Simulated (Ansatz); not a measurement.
Basis-set series for `COCOC`. The species carries charge 0 and has multiplicity 1. The geometry is a stationary point of PBE0-D4/def2-TZVP. It is one conformer, not always the lowest.

```json
{"functional": "PBE0-D4", "basis": "def2-SVP", "functions": "110", "energy (Eh)": "-269.05040", "HOMO (eV)": "-7.71", "LUMO (eV)": "2.07"}
{"functional": "PBE0-D4", "basis": "def2-QZVPP", "functions": "525", "energy (Eh)": "-269.37624", "HOMO (eV)": "-7.89", "LUMO (eV)": "0.88"}
{"functional": "ωB97M-V", "basis": "def2-SVP", "functions": "110", "energy (Eh)": "-269.22394", "HOMO (eV)": "-10.15", "LUMO (eV)": "3.72"}
{"functional": "ωB97M-V", "basis": "def2-QZVPP", "functions": "525", "energy (Eh)": "-269.56195", "HOMO (eV)": "-10.34", "LUMO (eV)": "1.99"}
```

Give the rows for def2-TZVPP. (Best estimate.)

Computed: 
| functional | basis | functions | energy (Eh) | HOMO (eV) | LUMO (eV) |
| --- | --- | --- | --- | --- | --- |
| PBE0-D4 | def2-TZVPP | 267 | -269.36102 | -7.86 | 1.48 |
| ωB97M-V | def2-TZVPP | 267 | -269.54694 | -10.30 | 2.93 |

Positive LUMOs are unbound and depend on the basis.
